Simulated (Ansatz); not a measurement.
# AlBe (doublet): from Hartree-Fock to the top rungs, aug-cc-pVDZ

Aim: climb from Hartree-Fock through coupled cluster and multireference methods for AlBe (doublet) at one geometry and basis, and see what each rung misses.

Computed with Ansatz 0.2.0, Gaussian basis. Level: aug-cc-pVDZ, core rule «outside noble gas», up to 6 orbitals frozen.

To be run: UHF; CCSD(T) on ROHF; CCSD(T) on UHF; BCCD(T) on ROHF; CISD as a restricted active space (open shells left free, so some higher excitations enter); CCSDT(Q) on ROHF; CCSDT(Q) on UHF; CASSCF and MRCISD+Q, 5 electrons in 8 orbitals; CASSCF and NEVPT4(SD), 5 electrons in 8 orbitals; CASSCF and NEVPT2, 5 electrons in 8 orbitals; Full CI.

28 further runs of the same task are left out: 5 for a known fault of the program, 11 that didn't finish, 12 set aside as unsound or not needed. Runs told in other sessions of the task aren't counted.

## Step 1: The system

The geometry is a PBE0/def2-TZVP stationary point (not a proven minimum).

2 atoms, charge 0, spin multiplicity 2.

Atoms are counted from 1 here; the program's logs count them from 0.

No contacts short enough for the rule that draws bonds.

## Step 2: UHF

The input, in.yaml:

```yaml
crystal:
  periodic: [false, false, false]
  atoms:
    - {symbol: Al, position_ang: [0.000000, 0.000000, 0.000000]}
    - {symbol: Be, position_ang: [0.000000, 0.000000, 2.412500]}
basis:
  gaussian: {orbitals: aug-cc-pVDZ}
magnetization: {spin_polarized: true, initial_magnetization: 1}
hamiltonian: {xc: hf}
output: {orbitals: {seedname: orbitals}}
```

Launch:

```sh
$ ansatz run in.yaml --threads 1 --pin off --events-out ev --progress --plain --max-ram 2393MiB
```

Further steps of the session: CCSD(T) on ROHF; CCSD(T) on UHF; BCCD(T) on ROHF; CISD as a restricted active space (open shells left free, so some higher excitations enter); CCSDT(Q) on ROHF; CCSDT(Q) on UHF; CASSCF and MRCISD+Q, 5 electrons in 8 orbitals; CASSCF and NEVPT4(SD), 5 electrons in 8 orbitals; CASSCF and NEVPT2, 5 electrons in 8 orbitals; Full CI.

Before running them: what should the planned runs give, taken together? Wanted: FCI from the RHF energy; RMP2 from FCI; UMP2 from FCI; RCCSD from FCI; RCCSD(T) from FCI; UCCSD(T) from FCI; RCCSDT(Q) from FCI; UCCSDT(Q) from FCI; NEVPT2 valence from FCI.

The runs gave:

```
                         quantity                                                                                       value
          FCI from the ROHF energy                                                                                  -2.9042 eV
                    RMP2 from FCI                                                                             +23.57 kcal/mol
                    UMP2 from FCI                                                                             +23.86 kcal/mol
                   RCCSD from FCI                                                                              +5.06 kcal/mol
                RCCSD(T) from FCI                                                                              +1.44 kcal/mol
                UCCSD(T) from FCI                                                                              +1.44 kcal/mol
               RCCSDT(Q) from FCI                                                                              +0.05 kcal/mol
               UCCSDT(Q) from FCI                                                                              +0.04 kcal/mol
          NEVPT2 valence from FCI                                                                              +6.86 kcal/mol
      NEVPT4(SD) valence from FCI                                                                              +0.67 kcal/mol
        MRCISD+Q valence from FCI                                                                              -0.36 kcal/mol
levels within 1 kcal/mol (43 meV)  RCCSDT, UCCSDT, RCCSDT(Q), UCCSDT(Q), NEVPT4(SD) valence, MRCISD valence, MRCISD+Q valence
                    T1 diagnostic                                                                                       0.031
   effectively unpaired electrons                                                                                        1.32
```

In words: RCCSD(T) misses by +1.44 kcal/mol, 2.2 % of the correlation energy. MRCISD+Q valence falls below full CI: the +Q correction isn't variational, and the cores differ from full CI's. The occupations show static correlation (1.32 effectively unpaired electrons where one determinant has 1). Of the multireference levels listed MRCISD+Q valence comes nearest in total energy (-0.36 kcal/mol), which doesn't show that its space is the better one. Coupled cluster took another determinant than the lowest Hartree-Fock one. These misses are within one basis, not against nature; the frozen cores of restricted and unrestricted runs differ, which can shift their rows.

Levels on UHF freeze UHF's core orbitals, full CI those of ROHF, so the U rows can settle a little off it for that reason alone.

With open shells the CI space here admits some higher excitations, so it is larger than plain CISD.
